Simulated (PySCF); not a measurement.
Species: BO (doublet state).
InChI=1S/BO/c1-2

Computed with PBE0-D3(BJ)/def2-SVP geometry optimisation, gas phase in PySCF 2.14.0.

Take the most abundant isotopes and a rigid rotor. 

(1) What are the moment of inertia and the rotational constant?

(2) List the first levels of a rigid rotor in a Σ state.

(3) Where do the first rotational lines fall?

(4) Estimate the classical rotational partition function at 50 K, 100 K and 200 K.

Results:

(1) I = 9.418 u·Å², B = 505379 MHz·u·Å²/I = 53661 MHz (1.7900 cm⁻¹, or 2.575 K as hB/k). For two atoms I = μr² with μ = 6.5209 u and r = 1.2018 Å.

(2) E(J) = BJ(J+1): J = 1: 3.580, J = 2: 10.740, J = 3: 21.479, J = 4: 35.799, J = 5: 53.699, J = 6: 75.178 cm⁻¹. For this open shell read J as N, the rotation without spin; fine and hyperfine splittings come on top.

(3) The dipole is 2.13 D; J+1 ← J lies at 2B(J+1): 1 ← 0 at 107.32 GHz, 2 ← 1 at 214.65 GHz, 3 ← 2 at 321.97 GHz, 4 ← 3 at 429.29 GHz, 5 ← 4 at 536.61 GHz, 6 ← 5 at 643.94 GHz.

(4) Point group C∞v, symmetry number σ = 1; q = kT/(σhB), k/h = 20836.6 MHz/K: 19.4 at 50 K, 38.8 at 100 K, 77.7 at 200 K.

Not checked by PBE0-D3(BJ)/def2-SVP frequencies. ⟨S²⟩ = 0.763 (exact for a doublet: 0.75). These are rigid-rotor constants of the computed structure; measured ground-state constants (B0) also hold zero-point vibration.

Time: 1.1 s. Hardware: Arm Neoverse V1, one thread, no GPU (shared host). These figures are those of the optimisation.
